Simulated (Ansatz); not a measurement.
We consider Cu2ZnSiTe4 (I-42m, No. 121; cell taken from a computed entry), described by r²SCAN+SOC (plane waves, PAW; Ansatz, a quantum-chemistry and plane-wave program).

Numerical settings: plane-wave cutoff 560 eV, 8×8×8 k mesh, Fermi–Dirac smearing 0.01 eV, PAW data made under PBE.

Cell (relaxed with PBEsol):

```cif
data_Cu2SiTe4Zn
_chemical_formula_sum 'Zn1 Si1 Cu2 Te4'
_space_group_name_H-M_alt 'P 1'
_space_group_IT_number 1
_cell_length_a 7.23292
_cell_length_b 7.23292
_cell_length_c 7.23292
_cell_angle_alpha 131.511
_cell_angle_beta 131.511
_cell_angle_gamma 71.002
loop_
_space_group_symop_operation_xyz
  'x, y, z'
loop_
_atom_site_label
_atom_site_type_symbol
_atom_site_fract_x
_atom_site_fract_y
_atom_site_fract_z
_atom_site_occupancy
Zn1 Zn 0.00000 0.00000 0.00000 1
Si1 Si 0.50000 0.50000 0.00000 1
Cu1 Cu 0.75000 0.25000 0.50000 1
Cu2 Cu 0.25000 0.75000 0.50000 1
Te1 Te 0.38774 0.87387 0.00000 1
Te2 Te 0.12613 0.12613 0.51388 1
Te3 Te 0.87387 0.38774 0.00000 1
Te4 Te 0.61226 0.61226 0.48612 1
```

**Question.** Predict the band gap and smallest direct gap on the k points sampled.

**Answer.** 
- band gap: 0.33 eV (indirect)
- smallest direct gap on the k points sampled: 0.44 eV

Note: cell and atoms aren't relaxed at this level (largest force component 0.14 eV/Å, pressure 1.4 GPa).

Computed values are for the static lattice.
